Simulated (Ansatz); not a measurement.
Isolated molecules relaxed with PBE0-D4/def2-TZVP in Ansatz; ΔE leaves out vibrations. CCSD(T)/CBS adds triple-zeta CCSD(T) − MP2 to the extrapolated MP2 energy (def2 sets, frozen cores). Functionals use def2-TZVPP. One conformer a species, not always the lowest.

Consider the isomerisation: `CC(F)(F)C=O` → `FC[C@@H]1O[C@H]1F`.

`CC(F)(F)C=O`:

Cartesian coordinates in Å:
```
C 0.356 -1.107 -0.287
C 0.316 0.381 -0.165
F 1.428 0.848 0.473
F 0.304 0.971 -1.395
C -0.882 0.959 0.594
O -1.745 0.289 1.074
H -0.533 -1.457 -0.811
H 1.249 -1.394 -0.842
H 0.376 -1.557 0.704
H -0.869 2.066 0.655
```

`FC[C@@H]1O[C@H]1F`:

```xyz
10

F    -1.462    1.208    1.106
C    -0.745    0.034    1.030
C    -0.298   -0.182   -0.382
O     0.696   -1.208   -0.552
C     1.057    0.097   -0.819
F     1.286    0.377   -2.117
H     0.115    0.099    1.703
H    -1.392   -0.786    1.357
H    -1.076   -0.182   -1.143
H     1.819    0.543   -0.184
```

```csv
species,r2SCAN energy (Eh)
`CC(F)(F)C=O`,-391.60562
`FC[C@@H]1O[C@H]1F`,-391.56398
```

Question: Work out ΔE.

Answer: ΔE = (-391.56398) − (-391.60562) = 0.04164 Eh = +26.1 kcal/mol. CCSD(T)/CBS gives +27.2 kcal/mol.

Largest T1 diagnostic among the species: 0.013.

In def2-TZVPP, CCSD(T) changes the Hartree–Fock value by −2.9 kcal/mol (the triples alone add +0.1 kcal/mol) and MP2 by −4.0 kcal/mol.
